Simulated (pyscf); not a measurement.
Structures and frequencies: ωB97X-D3(BJ)/def2-SVP in PySCF.

Task: For the elementary gas-phase step HO–BH–OH + silane (SiH₄) → HO–BH–O–SiH₃ + hydrogen (H₂) (singlet surface; H–O, H–Si broken, O–Si, H–H formed), what barrier and reaction energy does ωB97M-D3(BJ)/def2-TZVP give, measured from the separated reactants?

Result: ΔE‡ = 42.1 kcal/mol, ΔE = -15.1 kcal/mol. Zero-point energy shifts the barrier by -1.6 kcal/mol. It is a four-centre exchange, with an imaginary mode of 1296i cm⁻¹. The same reactants have a lower exit, to HO–SiH₃ + H₂B–OH (barrier +29.0 kcal/mol at ωB97M-D3(BJ)/def2-TZVP, against +42.1 kcal/mol here). One saddle was located; it need not be the lowest between these sides.
